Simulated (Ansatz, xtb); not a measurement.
**Loss of HF: C3H7FO → C3H6O + HF**

Species: C3H7FO `COC(C)F`, singlet; C3H6O (methoxyethene) `C=COC`, singlet; HF (hydrogen fluoride), singlet. 

Shapes, held fixed at every level: PBE0-D4/def2-TZVP. Flexible molecules stand in one conformer, not always the lowest. Programs: Ansatz 0.2.0, xtb 6.7.1. The zero-point and thermal change to 298 K, harmonic and unscaled (PBE0-D4/def2-TZVP), is -10.7 kJ/mol.

```csv
level,kind,ΔH(298 K) (kJ/mol),less CCSD(T)/CBS estimate,CPU time (sum over the molecules)
GFN0-xTB,semi-empirical,+91.7,+17.0,0.08 s
HF/def2-TZVPP,Hartree–Fock,+82.9,+8.2,–
PBE-D4/def2-TZVPP,GGA,+81.8,+7.1,17 s
wB97M-V/def2-TZVPP,range-separated hybrid,+88.7,+14.0,75 s
wB97X-V/def2-TZVPP,range-separated hybrid,+99.9,+25.2,50 s
B2PLYP/def2-TZVPP,double hybrid,+75.7,+1.0,37 s
CCSD/def2-TZVPP,coupled cluster or CI,+80.6,+5.9,–
CCSD(T)/CBS estimate,coupled cluster or CI,+74.7,0.0,22 min
```

The highest level, CCSD(T)/CBS estimate, gives ΔH(298 K) = +74.7 kJ/mol; the levels span +74.7 to +99.9. The column of differences is taken from that level and isn't an error. No measured value is set beside it here. The CBS estimate extrapolates MP2 from def2-TZVPP and def2-QZVPP and adds CCSD(T) − MP2 in the triple-zeta set, cores frozen. Times are processor times on shared x86 and Arm servers, and rough.
